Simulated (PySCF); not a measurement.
**Working out the ionisation energy of F**

F [He] 2s2 2p5 (2P) → F⁺ [He] 2s2 2p4 (3P). All numbers are calculated (PySCF 2.14, scalar relativity by spin-free X2C-1e, in aug-cc-pCVTZ-DK). Frozen: nothing. Energies in hartree (1 hartree = 27.21139 eV):

| part | F (lower) | F⁺ (upper) |
| --- | --- | --- |
| UHF | -99.493777 | -98.918420 |
| CCSD correlation | -0.277569 | -0.220514 |
| (T) | -0.004873 | -0.002549 |

**Question.** What does Hartree-Fock give?

**Answer.** (-98.918420) − (-99.493777) = 0.575357 hartree = 15.656 eV.

**Question.** What do CCSD and CCSD(T) give?

**Answer.** The CCSD correlation energies differ by 0.057055 hartree = 1.553 eV and the triples by 0.002324 hartree = 0.063 eV, so CCSD gives 17.209 eV and CCSD(T) 17.272 eV.

Measured between the centres of the two terms (NIST): 17.427 eV, so CCSD(T) (valence and next inner shell) is off by -0.155 eV.

What remains against the reference includes basis incompleteness and higher excitations.
